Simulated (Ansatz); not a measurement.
# ClOSi: the cost of one run

The runs use Ansatz 0.2.0, Gaussian basis; UKS PBE0/def2-TZVP.

## (1) Where the work starts

3 atoms, charge 0, spin multiplicity 4.

Atoms are counted from 1 here; the program's logs count them from 0.

Bond lengths: Cl1–Si2 2.148 Å, Si2–O3 1.584 Å. Angles: Cl1–Si2–O3 86.8°.

The start was built by rule and, where that kept it together, relaxed with GFN2-xTB. Sticks and bond lists go by distance. 

## (2) The run

in.yaml

```yaml
crystal:
  periodic: [false, false, false]
  atoms:
    - {symbol: Cl, position_ang: [-1.126290, -0.456141, -0.004087]}
    - {symbol: Si, position_ang: [0.584294, 0.843570, 0.007108]}
    - {symbol: O, position_ang: [1.470066, -0.470051, -0.003421]}
basis:
  gaussian: {orbitals: def2-TZVP}
magnetization: {spin_polarized: true, initial_magnetization: 3}
hamiltonian: {xc: pbe0}
relax: {f_tol: 0.004, max_steps: 80}
```

Run with:

```sh
> ansatz run in.yaml --threads 1 --pin off --events-out ev --progress --plain --max-ram 2176MiB
```

Q: Estimate wall time and peak memory on 1 thread of Arm Neoverse V1, shared host.

About 1.7 min, with a peak of 0.28 GiB.
